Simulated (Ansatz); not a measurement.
`[CH2]BC` radical, relaxed with UKS PBE-D4/def2-SVP in Ansatz 0.2.0 from a rough embedded geometry. The force threshold is 0.03 eV/Å; the program also tests the step.

The species carries charge 0 and has multiplicity 2.

Start:

```xyz
9

C    -1.134   -0.973   -0.215
B    -0.450    0.409   -0.016
C     1.116    0.401    0.106
H    -0.814   -1.672    0.508
H    -2.285   -0.852   -0.071
H    -0.954    1.337   -0.581
H     1.476   -0.306    0.817
H     1.569    0.179   -0.944
H     1.476    1.477    0.397
```

| step | energy (eV) | largest force (eV/Å) | largest move (Å) |
| --- | --- | --- | --- |
| 1 | -2838.8688 | 3.362 | 0.000 |
| 2 | -2839.8612 | 1.368 | 0.195 |
| 3 | -2839.9797 | 0.831 | 0.157 |
| 4 | -2840.0444 | 0.291 | 0.145 |
| 5 | -2840.0536 | 0.163 | 0.152 |
| 6 | -2840.0565 | 0.035 | 0.050 |
| 7 | -2840.0569 | 0.008 | 0.025 |

End:

```xyz
9

C    -1.272   -0.858    0.117
B    -0.392    0.362   -0.236
C     1.148    0.424    0.066
H    -0.868   -1.772    0.592
H    -2.358   -0.902   -0.079
H    -0.925    1.315   -0.787
H     1.562   -0.441    0.622
H     1.698    0.511   -0.901
H     1.409    1.361    0.607
```

Hardware: 2 threads of a server CPU on a shared host. Wall time 5.5 s, peak host memory 0.15 GiB.
